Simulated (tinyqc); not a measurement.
Stretching all distances: RHF, UHF, MP2, CISD and CCSD against full CI in the sto-3g basis, for H2O, spin multiplicity 1. Computed by the program tinyqc with PySCF. 

Geometry (angstrom):
```
atom       x        y       z
O     0.0000   0.0000  0.0000
H     0.0000   0.6980  0.5630
H     0.0000  -0.6980  0.5630
```

All coordinates are multiplied by the scale. c0^2 is the weight of the RHF determinant in the lowest singlet FCI state (UHF is spin-contaminated and may lie near states of higher spin) and n(LUMO) the first natural occupation beyond the occupied space.

Full CI energy (hartree) and errors against it (kcal/mol):
```
scale   distance 1-2 (angstrom)      E(FCI)       RHF      UHF      MP2     CISD     CCSD  <S^2> UHF    c0^2  n(LUMO)
0.9900                   0.8878  -74.980012   26.1575  26.1575   7.0140   0.2839   0.0533     0.0000  0.9803   0.0204
1.1200                   1.0044  -75.021319   35.2628  35.2628  10.2110   0.6031   0.0866     0.0000  0.9676   0.0325
1.2600                   1.1299  -75.007415   48.0118  48.0118  14.8539   1.3320   0.1571     0.0000  0.9461   0.0548
1.3900                   1.2465  -74.970387   62.9163  62.9163  20.3856   2.6470   0.2763     0.0000  0.9162   0.0874
1.5200                   1.3631  -74.925827   80.9331  70.6111  27.0769   4.9218   0.4472     0.6762  0.8747   0.1338
1.6600                   1.4886  -74.878533  103.8713  61.5136  35.4450   8.8501   0.6013     1.1956  0.8155   0.2021
1.7900                   1.6052  -74.839685  128.3710  47.6976  44.0316  14.1472   0.4433     1.4884  0.7471   0.2832
1.9300                   1.7307  -74.805778  157.7861  32.9957  53.5697  21.5864  -0.7233     1.6851  0.6616   0.3870
2.0600                   1.8473  -74.782322  187.0822  21.8997  61.7830  29.4574  -3.5542     1.7998  0.5770   0.4915
```

UHF parts from RHF first at scale 1.52 of those listed, where <S^2> leaves zero. The weight c0^2 goes from 0.98 to 0.58 and n(LUMO) from 0.02 to 0.49: static correlation grows as the bonds break into open-shell fragments. The spread of the error along the curve, which distorts its shape, is CCSD 4.2, CISD 29.2, UHF 48.7, MP2 54.8, RHF 160.9 kcal/mol. Below FCI somewhere: CCSD, as non-variational methods may be.
